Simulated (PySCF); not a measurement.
Task: Give a PBE0-D3(BJ)/def2-SVP geometry of 1-pentanethiol, `CCCCCS`.

Result: 
```xyz
18
C5H12S angstrom
C     -2.8453    0.2728    0.2386
C     -1.4624    0.6105   -0.2943
C     -0.3795   -0.3488    0.1815
C      1.0069   -0.0107   -0.3500
C      2.0800   -0.9665    0.1416
S      3.7410   -0.6466   -0.5265
H     -3.6045    0.9833   -0.1217
H     -2.8658    0.2946    1.3402
H     -3.1591   -0.7360   -0.0748
H     -1.1898    1.6387    0.0032
H     -1.4798    0.6157   -1.3984
H     -0.3595   -0.3574    1.2868
H     -0.6464   -1.3784   -0.1194
H      1.0024   -0.0137   -1.4532
H      1.2743    1.0193   -0.0530
H      1.8545   -1.9967   -0.1785
H      2.1234   -0.9848    1.2423
H      3.8910    0.5815    0.0155
```

Orientation and origin are arbitrary. Atoms count from 1 in this order. The 6 heavy atoms lie in one plane (0.017 Å rms).

Bonds between heavy atoms (Å): C1–C2 1.520, C2–C3 1.523, C3–C4 1.523, C4–C5 1.519, C5–S6 1.819.

Method: PBE0-D3(BJ)/def2-SVP geometry optimisation, gas phase in PySCF.

No frequency check. One conformer, not necessarily the lowest (C1–C2–C3–C4 180°, C2–C3–C4–C5 179°, C3–C4–C5–S6 177°, C4–C5–S6–H 63°).

Hardware: one thread, Intel Xeon Platinum 8259CL at 2.50 GHz (x86_64), shared host with 48 logical CPUs at a one-minute load of 38. Cost: 69 s of wall time, 0.73 GiB resident at most. This is the geometry optimisation.
